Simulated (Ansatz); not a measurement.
A nudged elastic band was laid between two geometries of BH4N + F (7 atoms, charge 0, multiplicity 2).

These are results of Ansatz 0.2.0, UHF/def2-SVP, not measurements.

```json
{
 "movable images": "5",
 "climbing image": "yes",
 "spring": "5.0 eV/Å²",
 "optimiser": "quadratic models (default)",
 "start path": "through a guess of the saddle point",
 "force threshold": "0.03 eV/Å",
 "iteration limit": "60",
 "end points": "relaxed"
}
```

Image 0:

```xyz
7
Properties=species:S:1:pos:R:3
B 0.042 -0.199 -0.202
H 0.297 -1.171 0.457
H 0.901 0.585 -0.507
N -1.263 0.018 -0.625
H -2.019 -0.596 -0.404
H -1.533 0.804 -1.179
F -0.339 0.560 3.110
```

Image 6:

```xyz
7
Properties=species:S:1:pos:R:3
B 0.256 0.165 -0.565
H 0.051 -0.507 1.943
H 0.951 0.408 -1.509
N -1.119 0.180 -0.543
H -1.650 -0.033 0.278
H -1.676 0.403 -1.345
F -0.728 -0.616 2.392
```

**Question.** What changes between the two ends?

**Answer.** Bonds broken: B1–H2. Bonds formed: H2–F7. BH4N + F becomes BH3N + FH.

**Question.** What energy profile does the band end with?

**Answer.** The forces met the threshold. The highest image is number 3 of 0 to 6, 66.1 kJ/mol above the first end and 104.6 kJ/mol above the last; the last end lies 38.5 kJ/mol below the first. A vibrational analysis at the climbing image gives one clearly imaginary mode, 2174i cm⁻¹: a first-order saddle point.

```tsv
image	path coordinate (Å)	energy (kJ/mol)	B1–H2 (Å)	H2–F7 (Å)
0	0.00	0.0	1.20	3.23
1	0.80	0.9	1.20	2.82
2	1.59	4.3	1.20	2.23
3	2.39	66.1	1.32	1.28
4	2.95	-26.2	1.95	0.92
5	3.51	-36.4	2.36	0.91
6	4.06	-38.5	2.60	0.91
```

**Question.** What is the geometry of the highest image?

**Answer.** 
```xyz
7
Properties=species:S:1:pos:R:3:forces:R:3
B 0.015 0.123 -0.067 0.00 0.00 -0.02
H 0.121 -0.183 1.210 -0.01 0.01 0.01
H 0.991 0.467 -0.665 0.00 0.00 0.00
N -1.247 0.021 -0.604 -0.01 0.00 0.01
H -2.038 -0.265 -0.062 0.00 0.00 0.00
H -1.457 0.232 -1.558 0.01 0.00 0.00
F -0.300 -0.396 2.396 0.01 -0.01 -0.01
```

**Question.** What are the harmonic wavenumbers there?

**Answer.** 2174i, 83, 154, 565, 663, 810, 877, 1015, 1164, 1223, 1450, 1736, 2762, 3810, 3916 cm⁻¹.

Time of the run: 63 s on 1 thread of Intel(R) Xeon(R) 6975P-C (Granite Rapids) (shared host), peak memory 0.14 GiB.
